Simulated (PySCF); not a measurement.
# ClH5: a search over shapes

Which structure of ClH5 lies lowest? The starts are square pyramidal and trigonal bipyramidal; the spin state tried: singlet. Each end point is tested by its vibrations.

Method: PBE0, basis Cl def2-TZVP, H def2-TZVP, no relativity, density fitting; program: PySCF 2.14.0.

## 1. The system as given

6 atoms, charge 0, spin multiplicity 1.

Bond lengths: Cl1–H2 1.310 Å, Cl1–H3 1.310 Å, Cl1–H4 1.310 Å, Cl1–H5 1.310 Å, Cl1–H6 1.310 Å. Angles: H2–Cl1–H3 102.0°, H2–Cl1–H4 102.0°, H2–Cl1–H5 102.0°, H2–Cl1–H6 102.0°, H3–Cl1–H4 87.5°, H3–Cl1–H5 156.0°, H3–Cl1–H6 87.5°, H4–Cl1–H5 87.5°, H4–Cl1–H6 156.0°, H5–Cl1–H6 87.5°.

Coordinates in bohr (charge 0 multiplicity 1):
```
Cl    0.0000    0.0000   -0.0105
H     0.0000    0.0000    2.4650
H     2.4215    0.0000   -0.5253
H     0.0000    2.4215   -0.5253
H    -2.4215    0.0000   -0.5253
H     0.0000   -2.4215   -0.5253
```

## 2. Relaxing the singlet from the square pyramidal start

The steps below are one call of a driver around PySCF. For each, scf.py gives the equivalent set-up of the SCF; relaxations use the driver's own optimiser. Before each start the driver seeks the lowest SCF state from one or more starting densities and follows internal instabilities, so scf.py alone need not reach the same state.

The program finds C4v symmetry in the start, which this walk keeps.

Contents of scf.py:

```python
from pyscf import gto, scf, dft
mol = gto.M(atom='''
Cl     0.000000    -0.000000    -0.005552
H     -0.000000     0.000000     1.304448
H      1.281400    -0.000000    -0.277952
H     -0.000000     1.281400    -0.277952
H     -1.281400    -0.000000    -0.277952
H      0.000000    -1.281400    -0.277952''',
    basis={'Cl': 'def2-TZVP', 'H': 'def2-TZVP'},
    charge=0, spin=0)
mf = dft.RKS(mol, xc='PBE0')
mf.grids.atom_grid = (50, 194)
aux = {'Cl': 'def2-universal-JKFIT', 'H': 'def2-universal-JKFIT'}
mf = mf.density_fit(auxbasis=aux)
mf.kernel()
```

Further steps of the session: Is it a minimum? Harmonic modes; Relaxing the singlet from the trigonal bipyramidal start; Is it a minimum? Harmonic modes; Leaving the saddle point.

What does the calculation give? Wanted: lowest minimum; geometry; wavenumbers; dipole moment; highest occupied, lowest empty level; polar-tensor charge of Cl1; zero-point energy; atomisation energy.

As calculated:

| quantity | value |
| --- | --- |
| lowest minimum | singlet, C4v |
| geometry | Cl–H 1.275 Å, Cl–H 1.559 Å (×4); H–Cl–H 85.5° (×4), H–Cl–H 89.6° (×4), H–Cl–H 171.0° (×2) |
| wavenumbers (cm⁻¹) | 530 (b2), 1002 (e), 1191 (b1), 1213 (e), 1243 (a1), 1433 (e), 1539 (a1), 1582 (b1), 2893 (a1) |
| dipole moment | 1.00 D |
| highest occupied, lowest empty level | -5.85, -1.15 eV |
| polar-tensor charge of Cl1 | +1.63 e |
| zero-point energy | 97.3 kJ/mol |
| entropy at 298.15 K | 221.0 J/(mol K) |
| atomisation energy (no zero-point energy) | 422 kJ/mol |

The lowest minimum found is the singlet of C4v symmetry. In the infrared the band at 1433 cm⁻¹ (e, mixed) leads. A search over typed starts can miss a lower isomer.
